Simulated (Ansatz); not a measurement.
Corundum (α-Al2O3) was calculated with PBE (PAW; Ansatz, a first-principles code).

Run with plane-wave cutoff 520 eV, 10×10×10 k mesh, Fermi–Dirac smearing 0.01 eV, scalar-relativistic PAW data made under PBE.

Cell (measured lattice):

```
CELL_PARAMETERS angstrom
     -4.54181    -2.37850     0.00000
     -4.54181     2.37850     0.00000
     -3.29621     0.00000    -3.92687
ATOMIC_POSITIONS crystal
  Al 0.85218 0.85218 0.85218
  Al 0.35218 0.35218 0.35218
  Al 0.14782 0.14782 0.14782
  Al 0.64782 0.64782 0.64782
  O  0.44375 0.05625 0.75000
  O  0.05625 0.75000 0.44375
  O  0.55625 0.94375 0.25000
  O  0.25000 0.55625 0.94375
  O  0.94375 0.25000 0.55625
  O  0.75000 0.44375 0.05625
```

### Question
Give the computed band gap.

### Answer

* **band gap**: 6.25 eV (direct)

Note: cell and atoms aren't relaxed at this level (largest force component 0.03 eV/Å, pressure 7.9 GPa).

Computed values are for the static lattice.

Cost on a shared machine: roughly 40 core-seconds.
